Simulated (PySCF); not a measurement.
Molecule: C2H5S, net charge -1, singlet state. It need not be the lowest isomer of its formula. Whether it binds its extra electron was not tested at this geometry. SMILES: CC[S-]
Structure (B3LYP-D3(BJ)/def2-TZVP (Ansatz) minimum search):
```
C
H 1 1.0994
H 1 1.0994 2 105.91
C 1 1.5308 2 108.15 3 -115.74
H 4 1.0933 1 109.87 2 178.34
H 4 1.0933 5 107.10 1 -119.30
H 4 1.1033 5 108.69 6 -117.26
S 1 1.8260 2 110.49 3 119.68
```
Charge -1, spin multiplicity 1.

Dispersion corrections to the total energy (kcal/mol) from the dftd3 and dftd4 libraries through PySCF: D3(BJ) without and D4 with the three-body term, each with the damping fitted for the functional named.

```
functional      D3(BJ)      D4
----------  ----------  ------
BHLYP            -4.26   -3.96
B2PLYP      (withheld)   -2.44
B2GP-PLYP        -1.91   -1.44
BP86        (withheld)   -4.56
HF          (withheld)  -13.79
LC-wPBE          -2.89   -3.88
TPSSh            -3.62   -4.31
```

Problem. Fill in the missing entries.

Solution. 
- B2PLYP, D3(BJ): -2.51
- BP86, D3(BJ): -4.92
- HF, D3(BJ): -26.37
